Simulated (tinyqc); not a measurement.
Orbital energy against energy difference: ionisation energy by orbital energies and by energy differences in the cc-pvdz basis, for CO, spin multiplicity 1. Computed by the program tinyqc with PySCF. The cation is unrestricted; errors are against CCSD(T) in this basis, not against experiment.

Geometry (angstrom):

| atom | x | y | z |
|---|---|---|---|
| C | 0.0000 | 0.0000 | 0.0000 |
| O | 0.0000 | 0.0000 | 1.1120 |

CCSD(T) difference in the same basis = 13.5779 eV

IP-EOM-CCSD = 13.7703 eV

First vertical ionisation energy (eV):

| method | -e(HOMO) | E(cation) - E | error of -e(HOMO) | error of the difference |
|---|---|---|---|---|
| HF | 14.8795 | 13.017772 | 1.3016 | -0.5601 |
| LDA | 8.6257 | 13.898810 | -4.9521 | 0.3209 |
| PBE | 8.5795 | 13.684280 | -4.9984 | 0.1064 |
| B3LYP | 10.1025 | 14.024272 | -3.4754 | 0.4464 |
| PBE0 | 10.3971 | 13.874260 | -3.1808 | 0.2964 |
| CAM-B3LYP | 11.9587 | 14.097013 | -1.6192 | 0.5192 |
| LC-wPBE | 13.4883 | 14.007457 | -0.0895 | 0.4296 |

What does the comparison show, and why?

Koopmans errs by +1.30 eV and Delta-HF by -0.56 eV: relaxation, 1.86 eV, lowers the value and the missing correlation difference works against it. The PBE level is off by -5.0 eV through the wrong tail of its potential, though its energy difference is off by +0.11 eV; exact exchange deepens the level, and among the orbital energies LC-wPBE comes closest; among the differences PBE does.
